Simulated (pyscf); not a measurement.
H₂S + F–Sn(Cl)(Cl)–Cl → HS–Sn(Cl)(Cl)–Cl + hydrogen fluoride (HF) (four-centre exchange; singlet surface; H–S, F–Sn broken, S–Sn, F–H formed). Optimised with ωB97X-D3(BJ)/def2-SVP in PySCF. Energies in kcal/mol from the separated reactants.

```json
[
 {"level": "PBE/def2-TZVP", "barrier": "6.5", "reaction energy": "-2.5"},
 {"level": "r²SCAN/def2-TZVP", "barrier": "6.6", "reaction energy": "-2.2"},
 {"level": "B3LYP-D3(BJ)/def2-TZVP", "barrier": "9.1", "reaction energy": "-3.7"},
 {"level": "PBE0-D3(BJ)/def2-TZVP", "barrier": "[?]", "reaction energy": "[?]"},
 {"level": "ωB97M-D3(BJ)/def2-TZVP", "barrier": "[?]", "reaction energy": "-2.9"},
 {"level": "HF/def2-TZVP", "barrier": "30.9", "reaction energy": "-0.9"}
]
```

Q: Some entries are withheld; supply them.

A: 
- PBE0-D3(BJ)/def2-TZVP, barrier: 6.8
- PBE0-D3(BJ)/def2-TZVP, reaction energy: -5.8
- ωB97M-D3(BJ)/def2-TZVP, barrier: 11.9

The functionals in the table span 5.4 kcal/mol in this barrier, from PBE to ωB97M-D3(BJ). On the reactant side the descent ends in an adduct with a S–Sn contact, 8.5 kcal/mol under the separated species and 15.9 kcal/mol under the saddle at ωB97X-D3(BJ)/def2-TZVP. What is counted as formed (S–Sn) is already present as a longer contact in the reactant adduct; forming that adduct is a step of its own. At ωB97X-D3(BJ) the barrier from the zero used here is 7.4 kcal/mol. One saddle was located; it need not be the lowest between these sides. Elements past Kr carry the def2 core potentials, without spin-orbit coupling.
